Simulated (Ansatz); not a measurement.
Born–Oppenheimer molecular dynamics of CH9AlSi (12 atoms, charge 0, multiplicity 1). It starts at the highest image of a converged band. Of that band: Neighbouring images differ by up to 2.1 eV, so the band resolves the path poorly. A vibrational analysis at the climbing image gives one clearly imaginary mode, 1776i cm⁻¹: a first-order saddle point.

Level of theory: Ansatz, UHF/def2-SVP.

| Property | Result |
| --- | --- |
| ensemble | NVE (velocity Verlet) |
| time step | 0.5 fs |
| steps asked | 200 |
| starting velocities drawn for | 100 K |
| seed | 9378 |

First frame:

```xyz
12
Properties=species:S:1:pos:R:3
Al -0.927 -0.250 -0.871
C 0.968 0.732 -1.179
H -0.882 -1.694 -1.490
H -2.097 0.800 -0.906
H 0.362 0.160 0.079
Si -0.289 -0.533 1.739
H 0.711 0.919 -2.228
H 1.869 0.119 -1.167
H 1.171 1.702 -0.723
H 0.894 -1.359 2.093
H -1.511 -1.302 2.095
H -0.268 0.707 2.557
```

How far do the bonds stretch over the last three quarters of this one trajectory? (Pairs bonded in most of those frames.)


```json
{"bond": "Al1–C2", "mean (Å)": "1.957", "spread (Å)": "0.058", "shortest": "1.88", "longest": "2.06"}
{"bond": "Al1–H3", "mean (Å)": "1.592", "spread (Å)": "0.010", "shortest": "1.57", "longest": "1.61"}
{"bond": "Al1–H4", "mean (Å)": "1.598", "spread (Å)": "0.028", "shortest": "1.55", "longest": "1.65"}
{"bond": "C2–H7", "mean (Å)": "1.098", "spread (Å)": "0.017", "shortest": "1.07", "longest": "1.13"}
{"bond": "C2–H8", "mean (Å)": "1.096", "spread (Å)": "0.006", "shortest": "1.08", "longest": "1.11"}
{"bond": "C2–H9", "mean (Å)": "1.097", "spread (Å)": "0.014", "shortest": "1.07", "longest": "1.12"}
{"bond": "H5–Si6", "mean (Å)": "1.506", "spread (Å)": "0.131", "shortest": "1.31", "longest": "1.71"}
{"bond": "Si6–H10", "mean (Å)": "1.483", "spread (Å)": "0.017", "shortest": "1.45", "longest": "1.51"}
{"bond": "Si6–H11", "mean (Å)": "1.479", "spread (Å)": "0.010", "shortest": "1.46", "longest": "1.50"}
{"bond": "Si6–H12", "mean (Å)": "1.482", "spread (Å)": "0.011", "shortest": "1.46", "longest": "1.51"}
```

Mean temperature of the second half: 1429 K. The conserved energy stayed within 0.49 meV per atom of its start (net change -0.19 meV per atom), so the integration is sound. The system heated up, since it started high on the potential surface and ran downhill. A run of 0.1 ps of so small a system gives no equilibrium averages. The orbitals stay closed-shell, which can raise the energy where a bond breaks towards radicals; this wasn't checked here.

Time of the run: 2.6 min on 2 threads of Arm Neoverse V2 (shared host), peak memory 0.2 GiB.
